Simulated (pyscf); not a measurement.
HN=SiH–Cl -> H₂N–Si:–Cl [singlet] (hydrogen shift; singlet surface; H–Si broken, H–N formed). Optimised with ωB97X-D3(BJ)/def2-SVP in PySCF. Correlated levels are frozen-core, on RHF or UHF. ΔMP2 is the change of the MP2 total energy from the triple- to the quadruple-zeta basis. Energies in kcal/mol from the reactant's lowest minimum found.

```tsv
level	barrier	reaction energy
ωB97X-D3(BJ)/def2-TZVP	49.1	-24.0
r²SCAN/def2-TZVP	43.5	-21.0
B3LYP-D3(BJ)/def2-TZVP	44.3	-23.9
ωB97M-D3(BJ)/def2-TZVP	46.2	-26.4
MP2/def2-QZVPP	49.0	-20.7
CCSD/def2-TZVPP	…	-25.0
CCSD(T)/def2-TZVPP + ΔMP2(QZVPP)	…	…
```

**Question.** Complete the blanks.

**Answer.** 
- CCSD/def2-TZVPP, barrier: 47.9
- CCSD(T)/def2-TZVPP + ΔMP2(QZVPP), barrier: 45.0
- CCSD(T)/def2-TZVPP + ΔMP2(QZVPP), reaction energy: -23.4

This is the saddle that the search found; another between the same sides may lie lower. The CCSD(T) − MP2 part came from Ansatz, without density fitting, on the same reference.
